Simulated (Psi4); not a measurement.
# [C4H2]+ (SMILES C#C[C]=[CH+]): UDSD-PBEP86/def2-SVPD (density fitting for correlation)

What is the vertical electron affinity of [C4H2]+ at UDSD-PBEP86/def2-SVPD (density fitting for correlation)? 

The calculation is run with Psi4 1.11.

2 further runs of the same task are left out: 2 that didn't finish.

## Step 1: The structure to begin with

The species is [C4H2]+ (6 atoms), meant as a doublet with charge +1. SMILES: `C#C[C]=[CH+]`. The coordinates come from a GFN2-xTB relaxation.

Bond lengths: C1–C2 1.231 Å, C2–C3 1.334 Å, C3–C4 1.231 Å, C1–H5 1.065 Å, C4–H6 1.065 Å. Angles: C1–C2–C3 175.2°, C2–C3–C4 174.4°, C2–C1–H5 177.4°, C3–C4–H6 178.1°.

## Step 2: The energy at UDSD-PBEP86/def2-SVPD (density fitting for correlation)

File job.json:

```json
{
  "schema_name": "qcschema_input",
  "schema_version": 1,
  "molecule": {
    "schema_name": "qcschema_molecule",
    "schema_version": 2,
    "symbols": ["C", "C", "C", "C", "H", "H"],
    "geometry": [3.4389425, -0.73587825, -0.65567827, 1.20823419, -0.12776438, -0.40124555, -1.21654899, 0.40115106, 0.04091257, -3.44151253, 0.74670638, 0.62423323, 5.36833397, -1.29019161, -0.79024567, -5.35744915, 1.00597681, 1.1819859],
    "molecular_charge": 1,
    "molecular_multiplicity": 2,
    "fix_symmetry": "c1"
  },
  "driver": "energy",
  "model": {
    "method": "dsd-pbep86",
    "basis": "def2-SVPD"
  },
  "keywords": {
    "reference": "uks",
    "puream": true,
    "e_convergence": 1e-09,
    "d_convergence": 1e-08,
    "scf_type": "pk",
    "dft_radial_points": 99,
    "dft_spherical_points": 590,
    "num_frozen_docc": 4,
    "maxiter": 200
  }
}
```

On the command line:

```sh
$ psi4 --qcschema job.json -n 1 --memory 1600MB
```

stdout, cut to the lines that bear on the results:

```text
[...]
  Running in c1 symmetry.
[...]
  Nuclear repulsion =   77.020939602099787
[...]
  Multiplicity = 2
[...]
  Nalpha       = 13
  Nbeta        = 12
[...]
    Number of basis functions: 96
[...]
   @UKS iter   1:  -152.38930758121450   -6.26601e-01   1.95289e-03 DIIS/ADIIS
[...]
   @UKS iter  44:  -152.41937678813932   -3.29692e-12   1.27693e-09 DIIS
[...]
   @S^2 Observed:                8.365758605E-01
[...]
    Orbital Energies [Eh]
    ---------------------
    Alpha Occupied:
       1A    -11.197370     2A    -11.197341     3A    -11.182341
       4A    -11.181142     5A     -1.270832     6A     -1.214179
       7A     -1.054597     8A     -0.924786     9A     -0.906769
      10A     -0.735049    11A     -0.717258    12A     -0.638493
      13A     -0.607742
    Alpha Virtual:
      14A     -0.224402    15A     -0.207070    16A     -0.093553
      17A     -0.064027    18A     -0.045436    19A     -0.025876
      20A     -0.017867    21A     -0.010805    22A      0.055465
      23A      0.069735    24A      0.069971    25A      0.076881
[...]
  @UKS Final Energy:  -152.41937678813932
   => Energetics <=
    Nuclear Repulsion Energy =             77.0209396020997872
    One-Electron Energy =                -349.6006651558699332
    Two-Electron Energy =                 126.3933217609725830
    DFT Exchange-Correlation Energy =      -6.2329729953417718
    Empirical Dispersion Energy =           0.0000000000000000
    VV10 Nonlocal Energy =                  0.0000000000000000
    Total Energy =                       -152.4193767881393171
[...]
 Multipole Moments:
 ------------------------------------------------------------------------------------
     Multipole            Electronic (a.u.)      Nuclear  (a.u.)        Total (a.u.)
 ------------------------------------------------------------------------------------
 L = 1.  Multiply by 2.5417464519 to convert [e a0] to [Debye]
 Dipole X            :         -0.0050517            0.0077733            0.0027216
 Dipole Y            :          0.1262135           -0.2029699           -0.0767563
 Dipole Z            :         -0.1751637            0.2797673            0.1046036
 Magnitude           :                                                    0.1297723
[...]
```

The result, in JSON:

```text
{
 "driver": "energy",
 "model": {
  "method": "dsd-pbep86",
  "basis": "def2-SVPD"
 },
 "success": true,
 "return_result": -152.67028048513856,
 "properties": {
  "calcinfo_nbasis": 96,
  "calcinfo_nmo": 96,
  "calcinfo_nalpha": 13,
  "calcinfo_nbeta": 12,
  "calcinfo_natom": 6,
  "nuclear_repulsion_energy": 77.02093960209979,
  "return_energy": -152.67028048513856,
  "scf_one_electron_energy": -349.60066515586993,
  "scf_two_electron_energy": 126.39332176097258,
  "scf_xc_energy": -6.232972995341772,
  "scf_dipole_moment": [0.002721589040823924, -0.076756306012492, 0.1046035809055278],
  "scf_total_energy": -152.41937678813932,
  "scf_iterations": 44
 }
}
```

It took 66 s on 1 thread of Intel Xeon Platinum 8488C (Sapphire Rapids), shared host; peak memory 0.79 GiB.

## Step 3: Singlet neutral C4H2

File c4h2.xyz:

```xyz
6
C4H2
C      1.819810    -0.389410    -0.346970
C      0.639370    -0.067610    -0.212330
C     -0.643770     0.212280     0.021650
C     -1.821170     0.395140     0.330330
H      2.840800    -0.682740    -0.418180
H     -2.835040     0.532340     0.625480
```

File run.py:

```python
import psi4

psi4.set_memory(1600000000)
psi4.set_num_threads(1)
psi4.set_output_file('psi4.out', False)

with open('c4h2.xyz') as f:
    atoms = ''.join(f.readlines()[2:])
geom = psi4.geometry('0 1\n' + atoms + 'symmetry c1\nno_reorient\nno_com')

options = {'basis': 'def2-SVPD', 'puream': True, 'e_convergence': 1e-09, 'd_convergence': 1e-08, 'scf_type': 'pk', 'dft_radial_points': 99, 'dft_spherical_points': 590, 'num_frozen_docc': 4}
psi4.set_options(options)

e = psi4.energy('DSD-PBEP86')
print('E =', round(e, 9))
```

On the command line:

```sh
$ python run.py
```

psi4.out, cut to the lines that bear on the results:

```text
[...]
  Running in c1 symmetry.
[...]
  Nuclear repulsion =   77.020939584956309
[...]
  Multiplicity = 1
[...]
  Nalpha       = 13
  Nbeta        = 13
[...]
    Number of basis functions: 96
[...]
   @RKS iter   1:  -152.69114974087506   -9.28444e-01   3.43927e-03 DIIS/ADIIS
[...]
   @RKS iter  12:  -152.75878583649305   -5.11591e-12   5.21953e-09 DIIS
[...]
    Orbital Energies [Eh]
    ---------------------
    Doubly Occupied:
       1A    -10.906645     2A    -10.905686     3A    -10.902785
       4A    -10.902525     5A     -0.991938     6A     -0.916761
       7A     -0.787110     8A     -0.669493     9A     -0.647075
      10A     -0.456663    11A     -0.456648    12A     -0.334834
      13A     -0.334711
[...]
  @RKS Final Energy:  -152.75878583649305
   => Energetics <=
    Nuclear Repulsion Energy =             77.0209395849563094
    One-Electron Energy =                -356.6034168216232274
    Two-Electron Energy =                 133.1476898483713569
    DFT Exchange-Correlation Energy =      -6.3239984481974831
    Empirical Dispersion Energy =           0.0000000000000000
    VV10 Nonlocal Energy =                  0.0000000000000000
    Total Energy =                       -152.7587858364930469
[...]
 Multipole Moments:
 ------------------------------------------------------------------------------------
     Multipole            Electronic (a.u.)      Nuclear  (a.u.)        Total (a.u.)
 ------------------------------------------------------------------------------------
 L = 1.  Multiply by 2.5417464519 to convert [e a0] to [Debye]
 Dipole X            :          0.0558952           -0.0544241            0.0014711
 Dipole Y            :         -1.4931487            1.4210740           -0.0720746
 Dipole Z            :          2.0614054           -1.9589279            0.1024776
 Magnitude           :                                                    0.1252939
[...]
```

On the terminal:

```text
E = -153.04202938
```

Run time: 15 s. Hardware: 1 thread of Intel Xeon Platinum 8488C (Sapphire Rapids), shared host; peak memory 0.79 GiB.

## Step 4: What came out

Level: UDSD-PBEP86/def2-SVPD (density fitting for correlation), 4 core orbitals frozen.

```
                                                                 quantity          value
                                            doublet [C4H2]+: total energy  -152.67028 Eh
doublet [C4H2]+: HOMO energy (SCF part's orbitals) (highest over α and β)      -16.04 eV
 doublet [C4H2]+: LUMO energy (SCF part's orbitals) (lowest over α and β)       -9.41 eV
                                                    doublet [C4H2]+: ⟨S²⟩          0.837
                                       singlet neutral C4H2: total energy  -153.04203 Eh
                  singlet neutral C4H2: HOMO energy (SCF part's orbitals)       -9.11 eV
                  singlet neutral C4H2: LUMO energy (SCF part's orbitals)        1.06 eV
                singlet neutral C4H2: HOMO–LUMO gap (SCF part's orbitals)       10.17 eV
                      vertical electron affinity (to the singlet neutral)      10.116 eV
```

At fixed nuclei the extra electron is bound by 10.12 eV (976 kJ/mol).
